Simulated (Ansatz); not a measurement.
## H2O, SMILES O: a composite energy at a relaxed geometry, step by step

Computed with Ansatz 0.2.0 through its Python package.

The cells in order, each with its output:

```python
import itertools

import ansatz as az
from ase.data import atomic_numbers, covalent_radii
import numpy as np
```

```python
molecule = (
    az.Crystal.molecule()
    .atom("O", (-0.29484, 0.19504, -0.13692))
    .atom("H", (0.46712, 0.56029, 0.31698))
    .atom("H", (-0.17228, -0.75533, -0.18006))
)
```

```python
calc = (
    molecule.calculation()
    .basis(gaussian="def2-SVP")
    .functional("B3LYP")
)
symbols = [site.symbol for site in molecule.cartesian_sites]
start = np.array([site.position_ang for site in molecule.cartesian_sites], dtype=float)
report = calc.relax(force_tolerance=0.01).run().report
end = np.array(report["positions_ang"])
radius = [covalent_radii[atomic_numbers[s]] for s in symbols]
span = lambda where, i, j: np.linalg.norm(where[i] - where[j])
bonded = [(i, j) for i, j in itertools.combinations(range(len(symbols)), 2) if min(span(start, i, j), span(end, i, j)) < 1.2 * (radius[i] + radius[j])]
print("pair        before    after (A)")
for i, j in bonded:
    print(f"{symbols[i]}{i}-{symbols[j]}{j}".ljust(10), f"{span(start, i, j):8.4f} {span(end, i, j):8.4f}")
```

    pair        before    after (A)
    O0-H1        0.9592   0.9667
    O0-H2        0.9592   0.9667

```python
minimum = az.Crystal.molecule()
for symbol, place in zip(symbols, end):
    minimum = minimum.atom(symbol, place.tolist())
at_minimum = minimum.calculation()
level = lambda method, basis: at_minimum.basis(gaussian=basis).correlation(method).run().report
small, large, cluster = level("mp2", "cc-pVDZ"), level("mp2", "cc-pVTZ"), level("ccsd_t", "cc-pVDZ")
corr = lambda each: (each["free_energy_ev"] - each["reference_energy_ev"]) / 27.211386246
mp2_limit = (27 * corr(large) - 8 * corr(small)) / 19
pieces = {"HF / cc-pVTZ": large["reference_energy_ev"] / 27.211386246, "MP2 correlation, DZ-TZ limit": mp2_limit, "CCSD(T) - MP2 / cc-pVDZ": corr(cluster) - corr(small)}
for name, value in pieces.items():
    print(f"{name:32s} {value:14.6f} Ha")
print(f"{'sum':32s} {sum(pieces.values()):14.6f} Ha")
print("T1 diagnostic", round(cluster["correlation"]["coupled_cluster"]["t1_diagnostic"], 4))
```

    HF / cc-pVTZ                         -76.056258 Ha
    MP2 correlation, DZ-TZ limit          -0.287486 Ha
    CCSD(T) - MP2 / cc-pVDZ               -0.012649 Ha
    sum                                  -76.356394 Ha
    T1 diagnostic 0.0061

Total energies depend on the basis set; only differences at equal settings carry meaning. The sum leaves out core correlation, relativity, the Hartree-Fock basis error and zero-point energy; a DZ-TZ extrapolation is rough. b3lyp holds the VWN-RPA fit, as in Gaussian; the form of ORCA and Turbomole is b3lyp5. Inner cores stay frozen, so this is valence correlation. Run time: 1.8 s on 1 thread of Arm Neoverse V2, on a shared host, peak memory 0.15 GiB.
